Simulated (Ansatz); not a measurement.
# SiNH3 (triplet): the correlation ladder at distance N1–H4 along a hydrogen transfer = 1.223 Å, cc-pVDZ

The task here is to estimate one member of a computed series from the others.

Computed with Ansatz 0.2.0, Gaussian basis. Level: cc-pVDZ, core rule «outside noble gas», up to 6 orbitals frozen.

Plan: UHF; CCSD(T) on ROHF; CCSD(T) on UHF; BCCD(T) on ROHF; CISD; CCSDT(Q) on ROHF; CCSDT(Q) on UHF; CASSCF and MRCISD+Q, 4 electrons in 4 orbitals; CASSCF and NEVPT2, 4 electrons in 4 orbitals.

8 further runs of the same task are left out: 2 for a mislabelled method, 3 that didn't finish, 3 set aside as unsound or not needed.

### What is computed

The geometry derives from fragments relaxed apart (PBE0/def2-TZVP) and kept rigid, so it is no stationary point. A hydrogen atom is moved between rigid fragments.

5 atoms, charge 0, spin multiplicity 3.

Atoms are counted from 1 here; the program's logs count them from 0.

Bond lengths: N1–H2 1.012 Å, N1–H3 1.012 Å, N1–H4 1.223 Å, H4–Si5 1.598 Å. Angles: H2–N1–H3 107.1°, H2–N1–H4 107.1°, H3–N1–H4 107.1°, N1–H4–Si5 180.0°.

The first run:

in.yaml

```yaml
crystal:
  periodic: [false, false, false]
  atoms:
    - {symbol: N, position_ang: [-1.770161, -0.012635, -0.019666]}
    - {symbol: H, position_ang: [-2.067441, 0.955198, -0.019665]}
    - {symbol: H, position_ang: [-2.067440, -0.414934, 0.860594]}
    - {symbol: H, position_ang: [-0.547161, -0.012635, -0.019666]}
    - {symbol: Si, position_ang: [1.050839, -0.012634, -0.019666]}
basis:
  gaussian: {orbitals: cc-pVDZ}
magnetization: {spin_polarized: true, initial_magnetization: 2}
hamiltonian: {xc: hf}
output: {orbitals: {seedname: orbitals}}
```

Launch:

```
ansatz run in.yaml --threads 1 --pin off --events-out ev --progress --plain --max-ram 2393MiB
```

Among the steps run: UHF; CCSD(T) on ROHF; CCSD(T) on UHF; BCCD(T) on ROHF; CISD; CCSDT(Q) on ROHF; CCSDT(Q) on UHF; CASSCF and MRCISD+Q, 4 electrons in 4 orbitals; CASSCF and NEVPT2, 4 electrons in 4 orbitals.

One table of the session follows, with a row left open; its other results are not shown here.

| method | from UCCSDT(Q) (meV) |
| --- | --- |
| ROHF | +8107.4 |
| UHF | +7968.8 |
| RMP2 | +1192.2 |
| UMP2 | +1190.8 |
| CISD | +958.1 |
| RCCSD | +273.8 |
| UCCSD | +270.6 |
| RCCSD(T) | +47.7 |
| UCCSD(T) | +47.3 |
| BCCD(T) | +46.6 |
| RCCSDT | +19.4 |
| UCCSDT | +19.2 |
| RCCSDT(Q) | +0.6 |
| UCCSDT(Q) | 0 |
| CASSCF pair | +7368.0 |
| NEVPT2 pair | ? |
| MRCISD pair | +801.2 |
| MRCISD+Q pair | +86.1 |

Estimate the missing values for NEVPT2 pair.

As computed: from UCCSDT(Q) (meV): +1208.8. In the column «from UCCSDT(Q) (meV)» it lies between RMP2 (+1192.2) and CASSCF pair (+7368.0).

Caveats from the session: Restricted and unrestricted rows rest on different reference determinants; where their highest levels disagree by more than a few hundredths of an eV, they describe different states and don't form one ladder.
